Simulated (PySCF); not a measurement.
```xyz
3
charge 0 multiplicity 1, angstrom
Si    0.0000    0.0000   -0.9402
Cl    1.6075    0.0000    0.3760
Cl   -1.6075    0.0000    0.3760
```

These are results of PBE0 in PySCF with Si def2-TZVP, Cl def2-TZVP; no relativity; density-fitted integrals, not measurements.

This geometry of SiCl2 is a stationary point at this level.

(1) What is the point group?

(2) Is it a minimum?

(3) List the harmonic modes with their infrared intensities.

(4) Give the atomic charges and bond orders.

Results:

(1) C2v.

(2) Yes: all harmonic wavenumbers are real.

(3) 
```
symmetry  ω (cm⁻¹)  IR (km/mol)
      a1       199          1.6
      b2       516          196
      a1       522         83.4
```

(4) 
```json
{"atom": "Si1", "Mulliken": "0.41", "Löwdin": "-0.37", "polar tensor": "1.08", "Mayer order to Si1": "–"}
{"atom": "Cl2,3", "Mulliken": "-0.21", "Löwdin": "0.19", "polar tensor": "-0.54", "Mayer order to Si1": "1.21"}
```
